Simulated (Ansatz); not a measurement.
# C₃H₄F₂O, SMILES C=C(O)C(F)F: a ranking of conformers

Run with the Ansatz DFT code, driven from Python.

`run_conformers.py`:
```python
"""Rank force-field conformers of C3H4F2O by single points."""

import ansatz as az
from rdkit import Chem
from rdkit.Chem import AllChem


def main() -> None:
    rd = Chem.AddHs(Chem.MolFromSmiles("C=C(O)C(F)F"))
    ids = list(AllChem.EmbedMultipleConfs(rd, numConfs=20, randomSeed=772, pruneRmsThresh=0.4))
    field = [energy for _, energy in AllChem.MMFFOptimizeMoleculeConfs(rd)]
    distinct = {round(e, 2): i for i, e in zip(ids, field)}
    chosen = sorted(distinct.items())[:3]
    found = []
    for force_field, index in chosen:
        system = az.Crystal.molecule()
        for atom, xyz in zip(rd.GetAtoms(), rd.GetConformer(index).GetPositions()):
            system = system.atom(atom.GetSymbol(), xyz.round(5).tolist())
        base = system.calculation()
        base = base.basis(gaussian="def2-SVP")
        base = base.correlation("mp2")
        found.append(base.run(threads=1).report["free_energy_ev"])
    print("conformer   MMFF (kcal/mol)   this level (kJ/mol)")
    for (force_field, index), e in zip(chosen, found):
        print(f"{index:9d} {force_field - chosen[0][0]:17.2f} {96.485332 * (e - min(found)):17.3f}")


if __name__ == "__main__":
    main()
```

`python run_conformers.py` gives:
```text
conformer   MMFF (kcal/mol)   this level (kJ/mol)
        1              0.00             0.000
        2              3.01             2.635
```

The conformers keep their force-field geometries. It ran for 3.3 s on 1 thread of AMD EPYC 9B14 (Zen 4), with other jobs on the host, peak memory 0.32 GiB.
